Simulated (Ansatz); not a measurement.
Ansatz (a program for electronic structure) input (B3LYP/6-311+G**): The .json file is the Basis Set Exchange's 6-311+G**.

Ansatz 0.2 input:
```yaml
crystal:
  periodic: [false, false, false]
  atoms:
    - {symbol: C, position_ang: [0.05642585, 0.73130304, -0.13077437]}
    - {symbol: C, position_ang: [1.52312736, 0.67639230, 0.04806753]}
    - {symbol: Cl, position_ang: [-0.86834479, -0.70435064, 0.04930713]}
    - {symbol: H, position_ang: [-0.46096356, 1.53945918, -0.62387398]}
    - {symbol: H, position_ang: [1.93775869, 1.68571894, 0.03825061]}
    - {symbol: H, position_ang: [1.79264150, 0.19872643, 0.99385005]}
    - {symbol: H, position_ang: [2.01510562, 0.10388438, -0.75020696]}
basis:
  gaussian:
    orbitals: 6-311+G__.json
hamiltonian:
  xc: {name: B3LYP}
magnetization: {spin_polarized: true, initial_magnetization: 1}
output: {forces: true}
```

Problem. What final total energy does it give?

Solution. -538.81547 Eh.
